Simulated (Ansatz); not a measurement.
## Scan of HB–AlH, singlet

Starting geometry (PBE0/def2-TZVP stationary point for this spin, not checked as a minimum):

```xyz
4

B     0.0000   -0.2366    1.4274
Al    0.0000    0.1163   -0.5970
H     0.0000    0.3668    2.4614
H     0.0000   -0.9435   -1.7892
```

From there the angle named below is changed in its plane at fixed bond lengths, both arms turning rigidly about the middle atom; atoms are numbered as listed. Energies are in eV, counted from the starting geometry at the same level.

Basis 6-31G; Ansatz 0.2.0. Correlated methods freeze the noble-gas cores. R marks a restricted (for open shells ROHF) determinant. Active spaces: valence = (8e, 10o) chosen from the atoms' valence shells.

Runs in a small pair space aren't shown, since their orbitals change along the scan.

Full CI is exact within this basis and frozen core; it isn't the basis-set limit.

```tsv
angle Al2-B1-H3 (°)	full CI	unpaired electrons (full CI)	error RHF	error RMP2	error RCCSDT(Q)	error NEVPT2 (valence space)	error MRCISD+Q (valence space)	error MRCISD+Q(relaxed) (valence space)
67.0	1.893	0.52	0.469	0.107	0.002	0.001	0.003	0.000
89.8	0.807	0.46	0.263	0.081	0.000	-0.005	0.002	0.000
101.4	0.455	0.43	0.182	0.060	0.000	-0.005	0.001	0.000
120.1	0.111	0.39	0.080	0.027	0.000	-0.002	0.000	0.000
139.8	0.000	0.36	0.000	0.000	0.000	0.000	0.000	0.000
141.4	0.001	0.36	-0.005	-0.002	0.000	0.000	0.000	0.000
161.8	0.116	0.37	-0.046	-0.010	0.000	0.000	0.001	0.000
180.0	0.324	0.45	-0.005	0.014	0.001	0.002	0.002	0.000
```

Unpaired electrons are Σ n²(2−n)² over natural occupations. Errors are those of relative energies. In total energy the starting point itself misses full CI by: RHF 3.451, RMP2 1.081, RCCSDT(Q) 0.002, NEVPT2 (valence space) 0.208, MRCISD+Q (valence space) 0.009, MRCISD+Q(relaxed) (valence space) -0.002 eV.

Spread of the error over the points with a reference, to 180.0 ° (largest less smallest): MRCISD+Q(relaxed) (valence space) 0.001, RCCSDT(Q) 0.002, MRCISD+Q (valence space) 0.003, NEVPT2 (valence space) 0.007, RMP2 0.117, RHF 0.514 eV.
